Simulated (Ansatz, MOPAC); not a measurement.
**Relative energies of Si2NH6 isomers**

2 of its isomers, all doublets with charge 0: A = `[SiH2]N[SiH3]`; B = `[SiH3][N][SiH3]`.

Shapes, held fixed at every level: PBE0-D4/def2-TZVP. Flexible molecules stand in one conformer, not always the lowest. Programs: Ansatz 0.2.0, MOPAC 23.2.5.

A:

```xyz
9

Si   -1.2009    0.9253   -0.9484
N     0.1969    0.6258    0.0252
Si    0.6117   -0.8205    0.8802
H    -1.6165   -0.3720   -1.5545
H    -0.8429    1.9134   -2.0109
H     0.7641    1.4393    0.2222
H     1.9826   -1.2765    0.5254
H    -0.3782   -1.8534    0.4885
H     0.5716   -0.6277    2.3554
```

B:

```xyz
9

Si   -0.7740    1.0945   -0.8840
N     0.2244    0.4778    0.3740
Si    0.7652   -1.0552    0.9373
H    -1.6644    0.0943   -1.5382
H     0.1633    1.6471   -1.9017
H    -1.6079    2.1927   -0.3295
H     2.1875   -1.1611    0.5070
H     0.0118   -2.2293    0.4129
H     0.6942   -1.0609    2.4220
```

Electronic energies in kJ/mol, without zero-point or thermal terms.

```
                level                    kind  B − A
                  PM7          semi-empirical  +65.0
        HF/def2-TZVPP            Hartree–Fock  +46.7
 r2SCAN-D4/def2-TZVPP                meta-GGA  +82.9
r2SCAN0-D4/def2-TZVPP           global hybrid  +84.6
   wB97M-V/def2-TZVPP  range-separated hybrid  +84.0
     CCSD(T)/def2-SVP   coupled cluster or CI  +90.4
        CCSD/def2-SVP   coupled cluster or CI  +88.0
   CCSD(T)/def2-TZVPP   coupled cluster or CI  +89.0
 CCSD(T)/CBS estimate   coupled cluster or CI  +91.6
```

The highest level, CCSD(T)/CBS estimate, puts A lowest of these. All levels agree on that. The B − A difference spans +46.7 to +91.6 kJ/mol over the levels. Open shells run unrestricted. The CBS estimate extrapolates MP2 from def2-TZVPP and def2-QZVPP and adds CCSD(T) − MP2 in the triple-zeta set, cores frozen. NDDO rows are differences of heats of formation.
